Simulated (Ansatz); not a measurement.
# BSiH5 (singlet): wave-function methods side by side at distance B1–H4 along a hydrogen transfer = 1.427 Å, cc-pVDZ

How much of the correlation energy of BSiH5 (singlet) does each wave-function method recover here?

The runs use Ansatz 0.2.0, Gaussian basis; cc-pVDZ, correlated electrons: outside noble gas.

To be run: UHF; CCSD(T) on RHF; CCSD(T) on UHF; BCCD(T) on RHF; CISD; CCSDT(Q) on RHF; CCSDT(Q) on UHF; CASSCF and NEVPT2, 2 electrons in 2 orbitals; CASSCF and NEVPT2, 8 electrons in 8 orbitals.

## 1. What is computed

The geometry derives from fragments relaxed apart (PBE0/def2-TZVP) and kept rigid, so it is no stationary point. A hydrogen atom is moved between rigid fragments.

7 atoms, charge 0, spin multiplicity 1.

Atoms are counted from 1 here; the program's logs count them from 0.

Bond lengths: B1–H2 1.193 Å, B1–H3 1.193 Å, B1–H4 1.427 Å, H4–Si5 1.616 Å, Si5–H6 1.526 Å, Si5–H7 1.526 Å. Angles: H2–B1–H3 120.0°, H2–B1–H4 120.0°, H3–B1–H4 120.0°, B1–H4–Si5 180.0°, H4–Si5–H6 113.7°, H4–Si5–H7 113.7°, H6–Si5–H7 91.2°.

In the tables R marks a restricted determinant and U an unrestricted one; 'pair' is the active space of 2 electrons in 2 orbitals; 'frontier' is the active space of 8 electrons in 8 orbitals; correlation energies count from the lowest restricted Hartree-Fock solution.

## 2. UHF

File in.yaml:

```yaml
crystal:
  periodic: [false, false, false]
  atoms:
    - {symbol: B, position_ang: [-2.118253, 0.040114, 0.000000]}
    - {symbol: H, position_ang: [-2.714986, 1.073685, 0.000000]}
    - {symbol: H, position_ang: [-2.714986, -0.993457, 0.000000]}
    - {symbol: H, position_ang: [-0.691253, 0.040114, 0.000000]}
    - {symbol: Si, position_ang: [0.924747, 0.040114, 0.000000]}
    - {symbol: H, position_ang: [1.536928, -0.834170, 1.090012]}
    - {symbol: H, position_ang: [1.536928, -0.834170, -1.090012]}
basis:
  gaussian: {orbitals: cc-pVDZ}
magnetization: {spin_polarized: true, initial_magnetization: 0}
hamiltonian: {xc: hf}
output: {orbitals: {seedname: orbitals}}
```

On the command line:

```console
> ansatz run in.yaml --threads 1 --pin off --events-out ev --progress --plain --max-ram 2393MiB
```

After this run come: CCSD(T) on RHF; CCSD(T) on UHF; BCCD(T) on RHF; CISD; CCSDT(Q) on RHF; CCSDT(Q) on UHF; CASSCF and NEVPT2, 2 electrons in 2 orbitals; CASSCF and NEVPT2, 8 electrons in 8 orbitals.

Before running them: what should the planned runs give, taken together? Wanted: correlation energy, RCCSDT(Q); RMP2 from RCCSDT(Q); UMP2 from RCCSDT(Q); RCCSD from RCCSDT(Q); RCCSD(T) from RCCSDT(Q); UCCSD(T) from RCCSDT(Q); UCCSDT(Q) from RCCSDT(Q); NEVPT2 pair from RCCSDT(Q); NEVPT2 frontier from RCCSDT(Q).

The runs gave:

| quantity | value |
| --- | --- |
| correlation energy, RCCSDT(Q) | -6.8973 eV |
| RMP2 from RCCSDT(Q) | +152.6 kJ/mol |
| UMP2 from RCCSDT(Q) | +168.0 kJ/mol |
| RCCSD from RCCSDT(Q) | +21.1 kJ/mol |
| RCCSD(T) from RCCSDT(Q) | +4.5 kJ/mol |
| UCCSD(T) from RCCSDT(Q) | +6.1 kJ/mol |
| UCCSDT(Q) from RCCSDT(Q) | 0.0 kJ/mol |
| NEVPT2 pair from RCCSDT(Q) | +137.9 kJ/mol |
| NEVPT2 frontier from RCCSDT(Q) | +131.2 kJ/mol |
| levels within 1 kcal/mol (43 meV) | RCCSDT, UCCSDT, UCCSDT(Q) |
| T1 diagnostic | 0.019 |

In words: RCCSD(T) lands +4.5 kJ/mol from the yardstick (0.7 % of the correlation energy). Of the multireference levels listed NEVPT2 frontier comes nearest (+131.2 kJ/mol). These misses are within one basis and frozen core, not against nature; frozen cores of the runs differ by up to some meV.
